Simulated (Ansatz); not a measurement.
Al₂B⁺ was relaxed with r2SCAN-D4 (def2-TZVP) in Ansatz in these states: charge +1 quintet, charge +1 triplet. The geometries follow in no particular order.

A:

Cartesian coordinates in Å:
```
B -0.004 -0.001 0.002
Al 0.157 -1.890 -0.675
Al -0.153 1.891 0.673
```

B:

Cartesian coordinates in Å:
```
B 0.0507 -1.0248 -0.2854
Al -0.6926 0.8023 -1.0169
Al 0.6419 0.2224 1.3023
```

**Question.** Judge from the bond lengths which geometry belongs to which state (an estimate).

**Answer.** A is the charge +1 quintet (Al2–Al3 4.026 Å, B1–Al2 2.013 Å, B1–Al3 2.013 Å); B is the charge +1 triplet (Al2–Al3 2.738 Å, B1–Al2 2.104 Å, B1–Al3 2.104 Å).

At PBE0-D4/def2-TZVP a triplet lies 0.10 eV below the charge +1 quintet. These are the stationary points nearest to one start from a short search; other shapes may lie lower in each state.
